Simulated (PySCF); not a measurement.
Below is a simulated gas-phase C 1s photoelectron spectrum of 3,3-dimethyl-1-butene (`CC(C)(C=C)C`).

Every computed line was given a Gaussian of 0.5 eV full width at half maximum and an area set by the number of equivalent atoms; the highest printed point is 100. Method used: delta-SCF UKS SCAN, pcX-2 on the ionised atom, pcseg-1 elsewhere, spin-free X2C in PySCF.

binding energy (eV), intensity and a bar:
```
    289.2          0 
    289.3          0 
    289.4          1 
    289.5          3 #
    289.6          8 ##
    289.7         15 #####
    289.8         26 ########
    289.9         39 ############
    290.0         56 #################
    290.1         75 #######################
    290.2         92 ############################
    290.3        100 ##############################
    290.4         94 ############################
    290.5         77 #######################
    290.6         58 #################
    290.7         40 ############
    290.8         27 ########
    290.9         16 #####
    291.0          8 ##
    291.1          4 #
    291.2          1 
    291.3          0 
    291.4          0
```

Problem. Count the maxima, the lines and the sites behind this envelope.

Solution. The curve has 1 maximum (at 290.3 eV). Under it lie 4 lines from 4 inequivalent carbon sites. At this width some lines have no maximum of their own.

Problem. Decompose the envelope and assign each component. Numbering: `[CH2:1]=[CH:2][C:3]([CH3:4])([CH3:5])[CH3:6]`.

Solution. 
| position (eV) | relative area | line | atoms | environment |
| --- | --- | --- | --- | --- |
| 289.93 | 1 | C 1s | C1 | terminal =CH2 carbon |
| 290.22 | 1 | C 1s | C2 | alkene CH carbon |
| 290.33 | 3 | C 1s | C4/C5/C6 | methyl carbon |
| 290.69 | 1 | C 1s | C3 | allylic carbon |

Lowest listed C 1s: C1, bonded to C (double bond) and 2 H. Highest, 0.76 eV above it: C3, bonded to 4 C. Summing the Pauling electronegativity differences to the bonded atoms, each weighted by its formal bond order, gives -0.70 for the lowest site and 0.00 for the highest; no listed site has a larger sum than the highest. The smallest sum, -1.05, belongs to C4/C5/C6, 0.40 eV above the lowest.

Shake-up satellites, vibrational structure and lifetime widths aren't simulated. Topologically equivalent atoms share the value of their first member; where this conformer doesn't relate them by symmetry, their own values could differ. Geometry: PBE0-D3(BJ)/def2-SVP; no solvent, vibrations or thermal averaging.

On x86-64 server, one thread (shared host), this took 58 s of wall time.

Conformer computed: `[CH2:1]=[CH:2][C:3]([CH3:4])([CH3:5])[CH3:6]`: C1–C2–C3–C4 121°.
